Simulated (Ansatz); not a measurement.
A made-up structure of BSiNH6, singlet:

```xyz
9
angstrom
B -1.0446 0.7667 -1.0051
Si 0.5901 0.2022 0.0032
N 0.3226 -1.2486 0.8963
H -2.1422 0.3676 -0.7397
H -0.9597 1.5810 -1.8779
H 0.9504 1.4113 0.8254
H 0.4388 -2.2369 0.6722
H 1.0755 -1.6776 1.4101
H -0.5542 -1.3742 1.3758
```

It is relaxed with PBE-D4/def2-SVP and then PBE0-D4/def2-TZVP (Ansatz 0.2.0). Atoms count as bonded within 1.22 times the sum of their covalent radii (H–H: 0.88 Å). The end point is not checked to be a true minimum.

(1) Does its bonding change? (A judgement: the text doesn't fix the answer.)

Results:

(1) By the calculation: No: no bond forms or breaks.

Where it ends: The first stage lowers the energy by 2.62 eV in 17 steps. It ends as BSiNH₆ ([BH2][SiH][NH3]):
```
9
angstrom
B -0.9737 0.6432 -0.9758
Si 0.7336 0.3472 -0.1504
N 0.2857 -1.2352 0.9705
H -1.7153 -0.2895 -1.1809
H -1.2150 1.6542 -1.5742
H 1.0133 1.2497 1.0166
H -0.3501 -1.8035 0.4170
H 1.0926 -1.8001 1.2119
H -0.1943 -0.9745 1.8256
```

Labels in which every atom is bracketed show which atoms are joined, not bond orders.

For scale, one of the runs: PBE0-D4/def2-TZVP relaxation, 135 basis functions, launched by `ansatz run in.yaml --threads 2 --pin off --events-out ev --progress --plain --max-ram 4352MiB`. The run took about 13 s on 2 CPU threads of an Arm Neoverse V2 (shared host).
